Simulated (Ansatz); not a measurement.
# A rate constant, worked out

An elementary step of BNH4S, closed shell (BNH₄S ([NH2][BH][SH]) → BHS ([BH][S]) + NH₃ (still joined by a long B–N bond); B–N, S–H broken or loosened, N–H formed or tightened). The start structure is the reactant molecule, and the electronic barrier above it is 1.953 eV by CCSD(T) at an estimated basis limit (MP2 extrapolated from triple and quadruple zeta, plus CCSD(T) − MP2 in triple zeta). Program: Ansatz 0.2.0. Basis: def2-TZVPP and def2-QZVPP. Cores are frozen in the correlated methods. Extrapolation: Hartree–Fock as exp(−7.88 √X), correlation as X^−2.97. Harmonic wavenumbers at PBE0-D4/def2-TZVP (Ansatz 0.2.0), in cm⁻¹:

Start: 328, 370, 504, 563, 677, 782, 894, 970, 1133, 1369, 1636, 2638, 2695, 3624, 3721.

Saddle: 1421i, 194, 550, 699, 807, 864, 955, 982, 1133, 1145, 1537, 1648, 2661, 3489, 3581.

**Question.** Work out the transition-state-theory rate constant at 300 K from these numbers alone (harmonic vibrations; rotation, path degeneracy and anharmonicity left out), and the Wigner tunnelling factor. Use 1 cm⁻¹ = 1.2398 × 10⁻⁴ eV and k_B = 8.617 × 10⁻⁵ eV/K.

**Answer.** Zero-point energies, half the sums: start 21904/2 cm⁻¹ = 1.3579 eV; saddle, real modes only, 20245/2 cm⁻¹ = 1.2550 eV.
Barrier with zero-point energy: 1.953 + 1.2550 − 1.3579 = 1.8501 eV.
k_BT = 0.02585 eV, so the barrier is 71.57 k_BT.
Vibrational partition functions from the zero-point level, ln q = −Σ ln(1 − exp(−hν/k_BT)): start 0.674, saddle 0.677.
k = (k_BT/h) exp(ln q‡ − ln q) exp(−E0/k_BT), with log₁₀(k_BT/h in s⁻¹) = 12.80: log₁₀ k = 12.80 + (0.003 − 71.57)/2.3026 = -18.28, so k ≈ 5 × 10^(-19) s⁻¹.
Wigner factor: 1 + (hν‡/k_BT)²/24 = 1 + (6.82)²/24 = 2.94, too large for this simple formula to be trusted. A change of 1 kcal/mol (0.043 eV) in the barrier would change k by a factor of 5.4 at this temperature.

No T1 diagnostic of these runs exceeds 0.019.

Labels in which every atom is bracketed show which atoms are joined, not bond orders.

For scale, one of the runs: CCSD(T)/def2-TZVPP, 160 basis functions, launched by `ansatz run in.yaml --threads 2 --pin off --events-out ev --progress --plain --max-ram 4352MiB`. Hardware: 2 CPU threads of an Arm Neoverse V2, shared host. Wall time 17 s; peak host memory 1.1 GiB.
